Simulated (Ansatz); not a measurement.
Compare A (`COC(=O)OC`) with its isomer B (`O=C(O)CCO`).

Calculated with Ansatz (gas phase, PBE0-D4/def2-TZVP geometries, no zero-point term in ΔE). CCSD(T)/CBS is the MP2 limit (def2-TZVPP, def2-QZVPP) plus CCSD(T) − MP2 in def2-TZVPP, frozen cores. Functionals use def2-TZVPP. B3LYP here is the variant with VWN-RPA as its local correlation; programs differ in this. Each species was taken in one conformer, which may not be the lowest.

Q: Which is lower in electronic energy at CCSD(T)/CBS, and by how much? (Estimate.)

A: The calculation gave: B, by 31.9 kJ/mol.

Q: Give E(B) − E(A) in kJ/mol with CCSD/def2-TZVPP, B3LYP, B3LYP-D4, r2SCAN-D4, CCSD(T)/def2-TZVPP, HF/def2-TZVPP, MP2/def2-TZVPP. (An estimate is asked.)

A: Computed: CCSD/def2-TZVPP -26.9, B3LYP -17.9, B3LYP-D4 -19.7, r2SCAN-D4 -19.7, CCSD(T)/def2-TZVPP -27.0, HF/def2-TZVPP -8.5, MP2/def2-TZVPP -31.9. None reverses the order clearly.

Largest T1 diagnostic: 0.014.

In def2-TZVPP, CCSD(T) changes the Hartree–Fock value by −18.5 kJ/mol (the triples alone add −0.2 kJ/mol) and MP2 by −23.4 kJ/mol.
